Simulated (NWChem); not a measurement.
# dichloromethane (CH2Cl2); SMILES ClCCl

All runs: NWChem. Coordinates come from a B3LYP/6-31G* (spherical d) optimisation. Ions are spin-unrestricted doublets at the neutral geometry; other ion states weren't tried.

For level PBE/def2-SVP:

```
Property                               Result
-------------------------------------  ------
vertical ionisation energy, ΔSCF (eV)   10.53
−ε(HOMO) (eV)                            6.98
```

**Question.** What are these values for level PBE0/def2-SVP?

**Answer.** 
| Quantity | Value |
|---|---|
| vertical ionisation energy, ΔSCF (eV) | 11.07 |
| −ε(HOMO) (eV) | 8.52 |
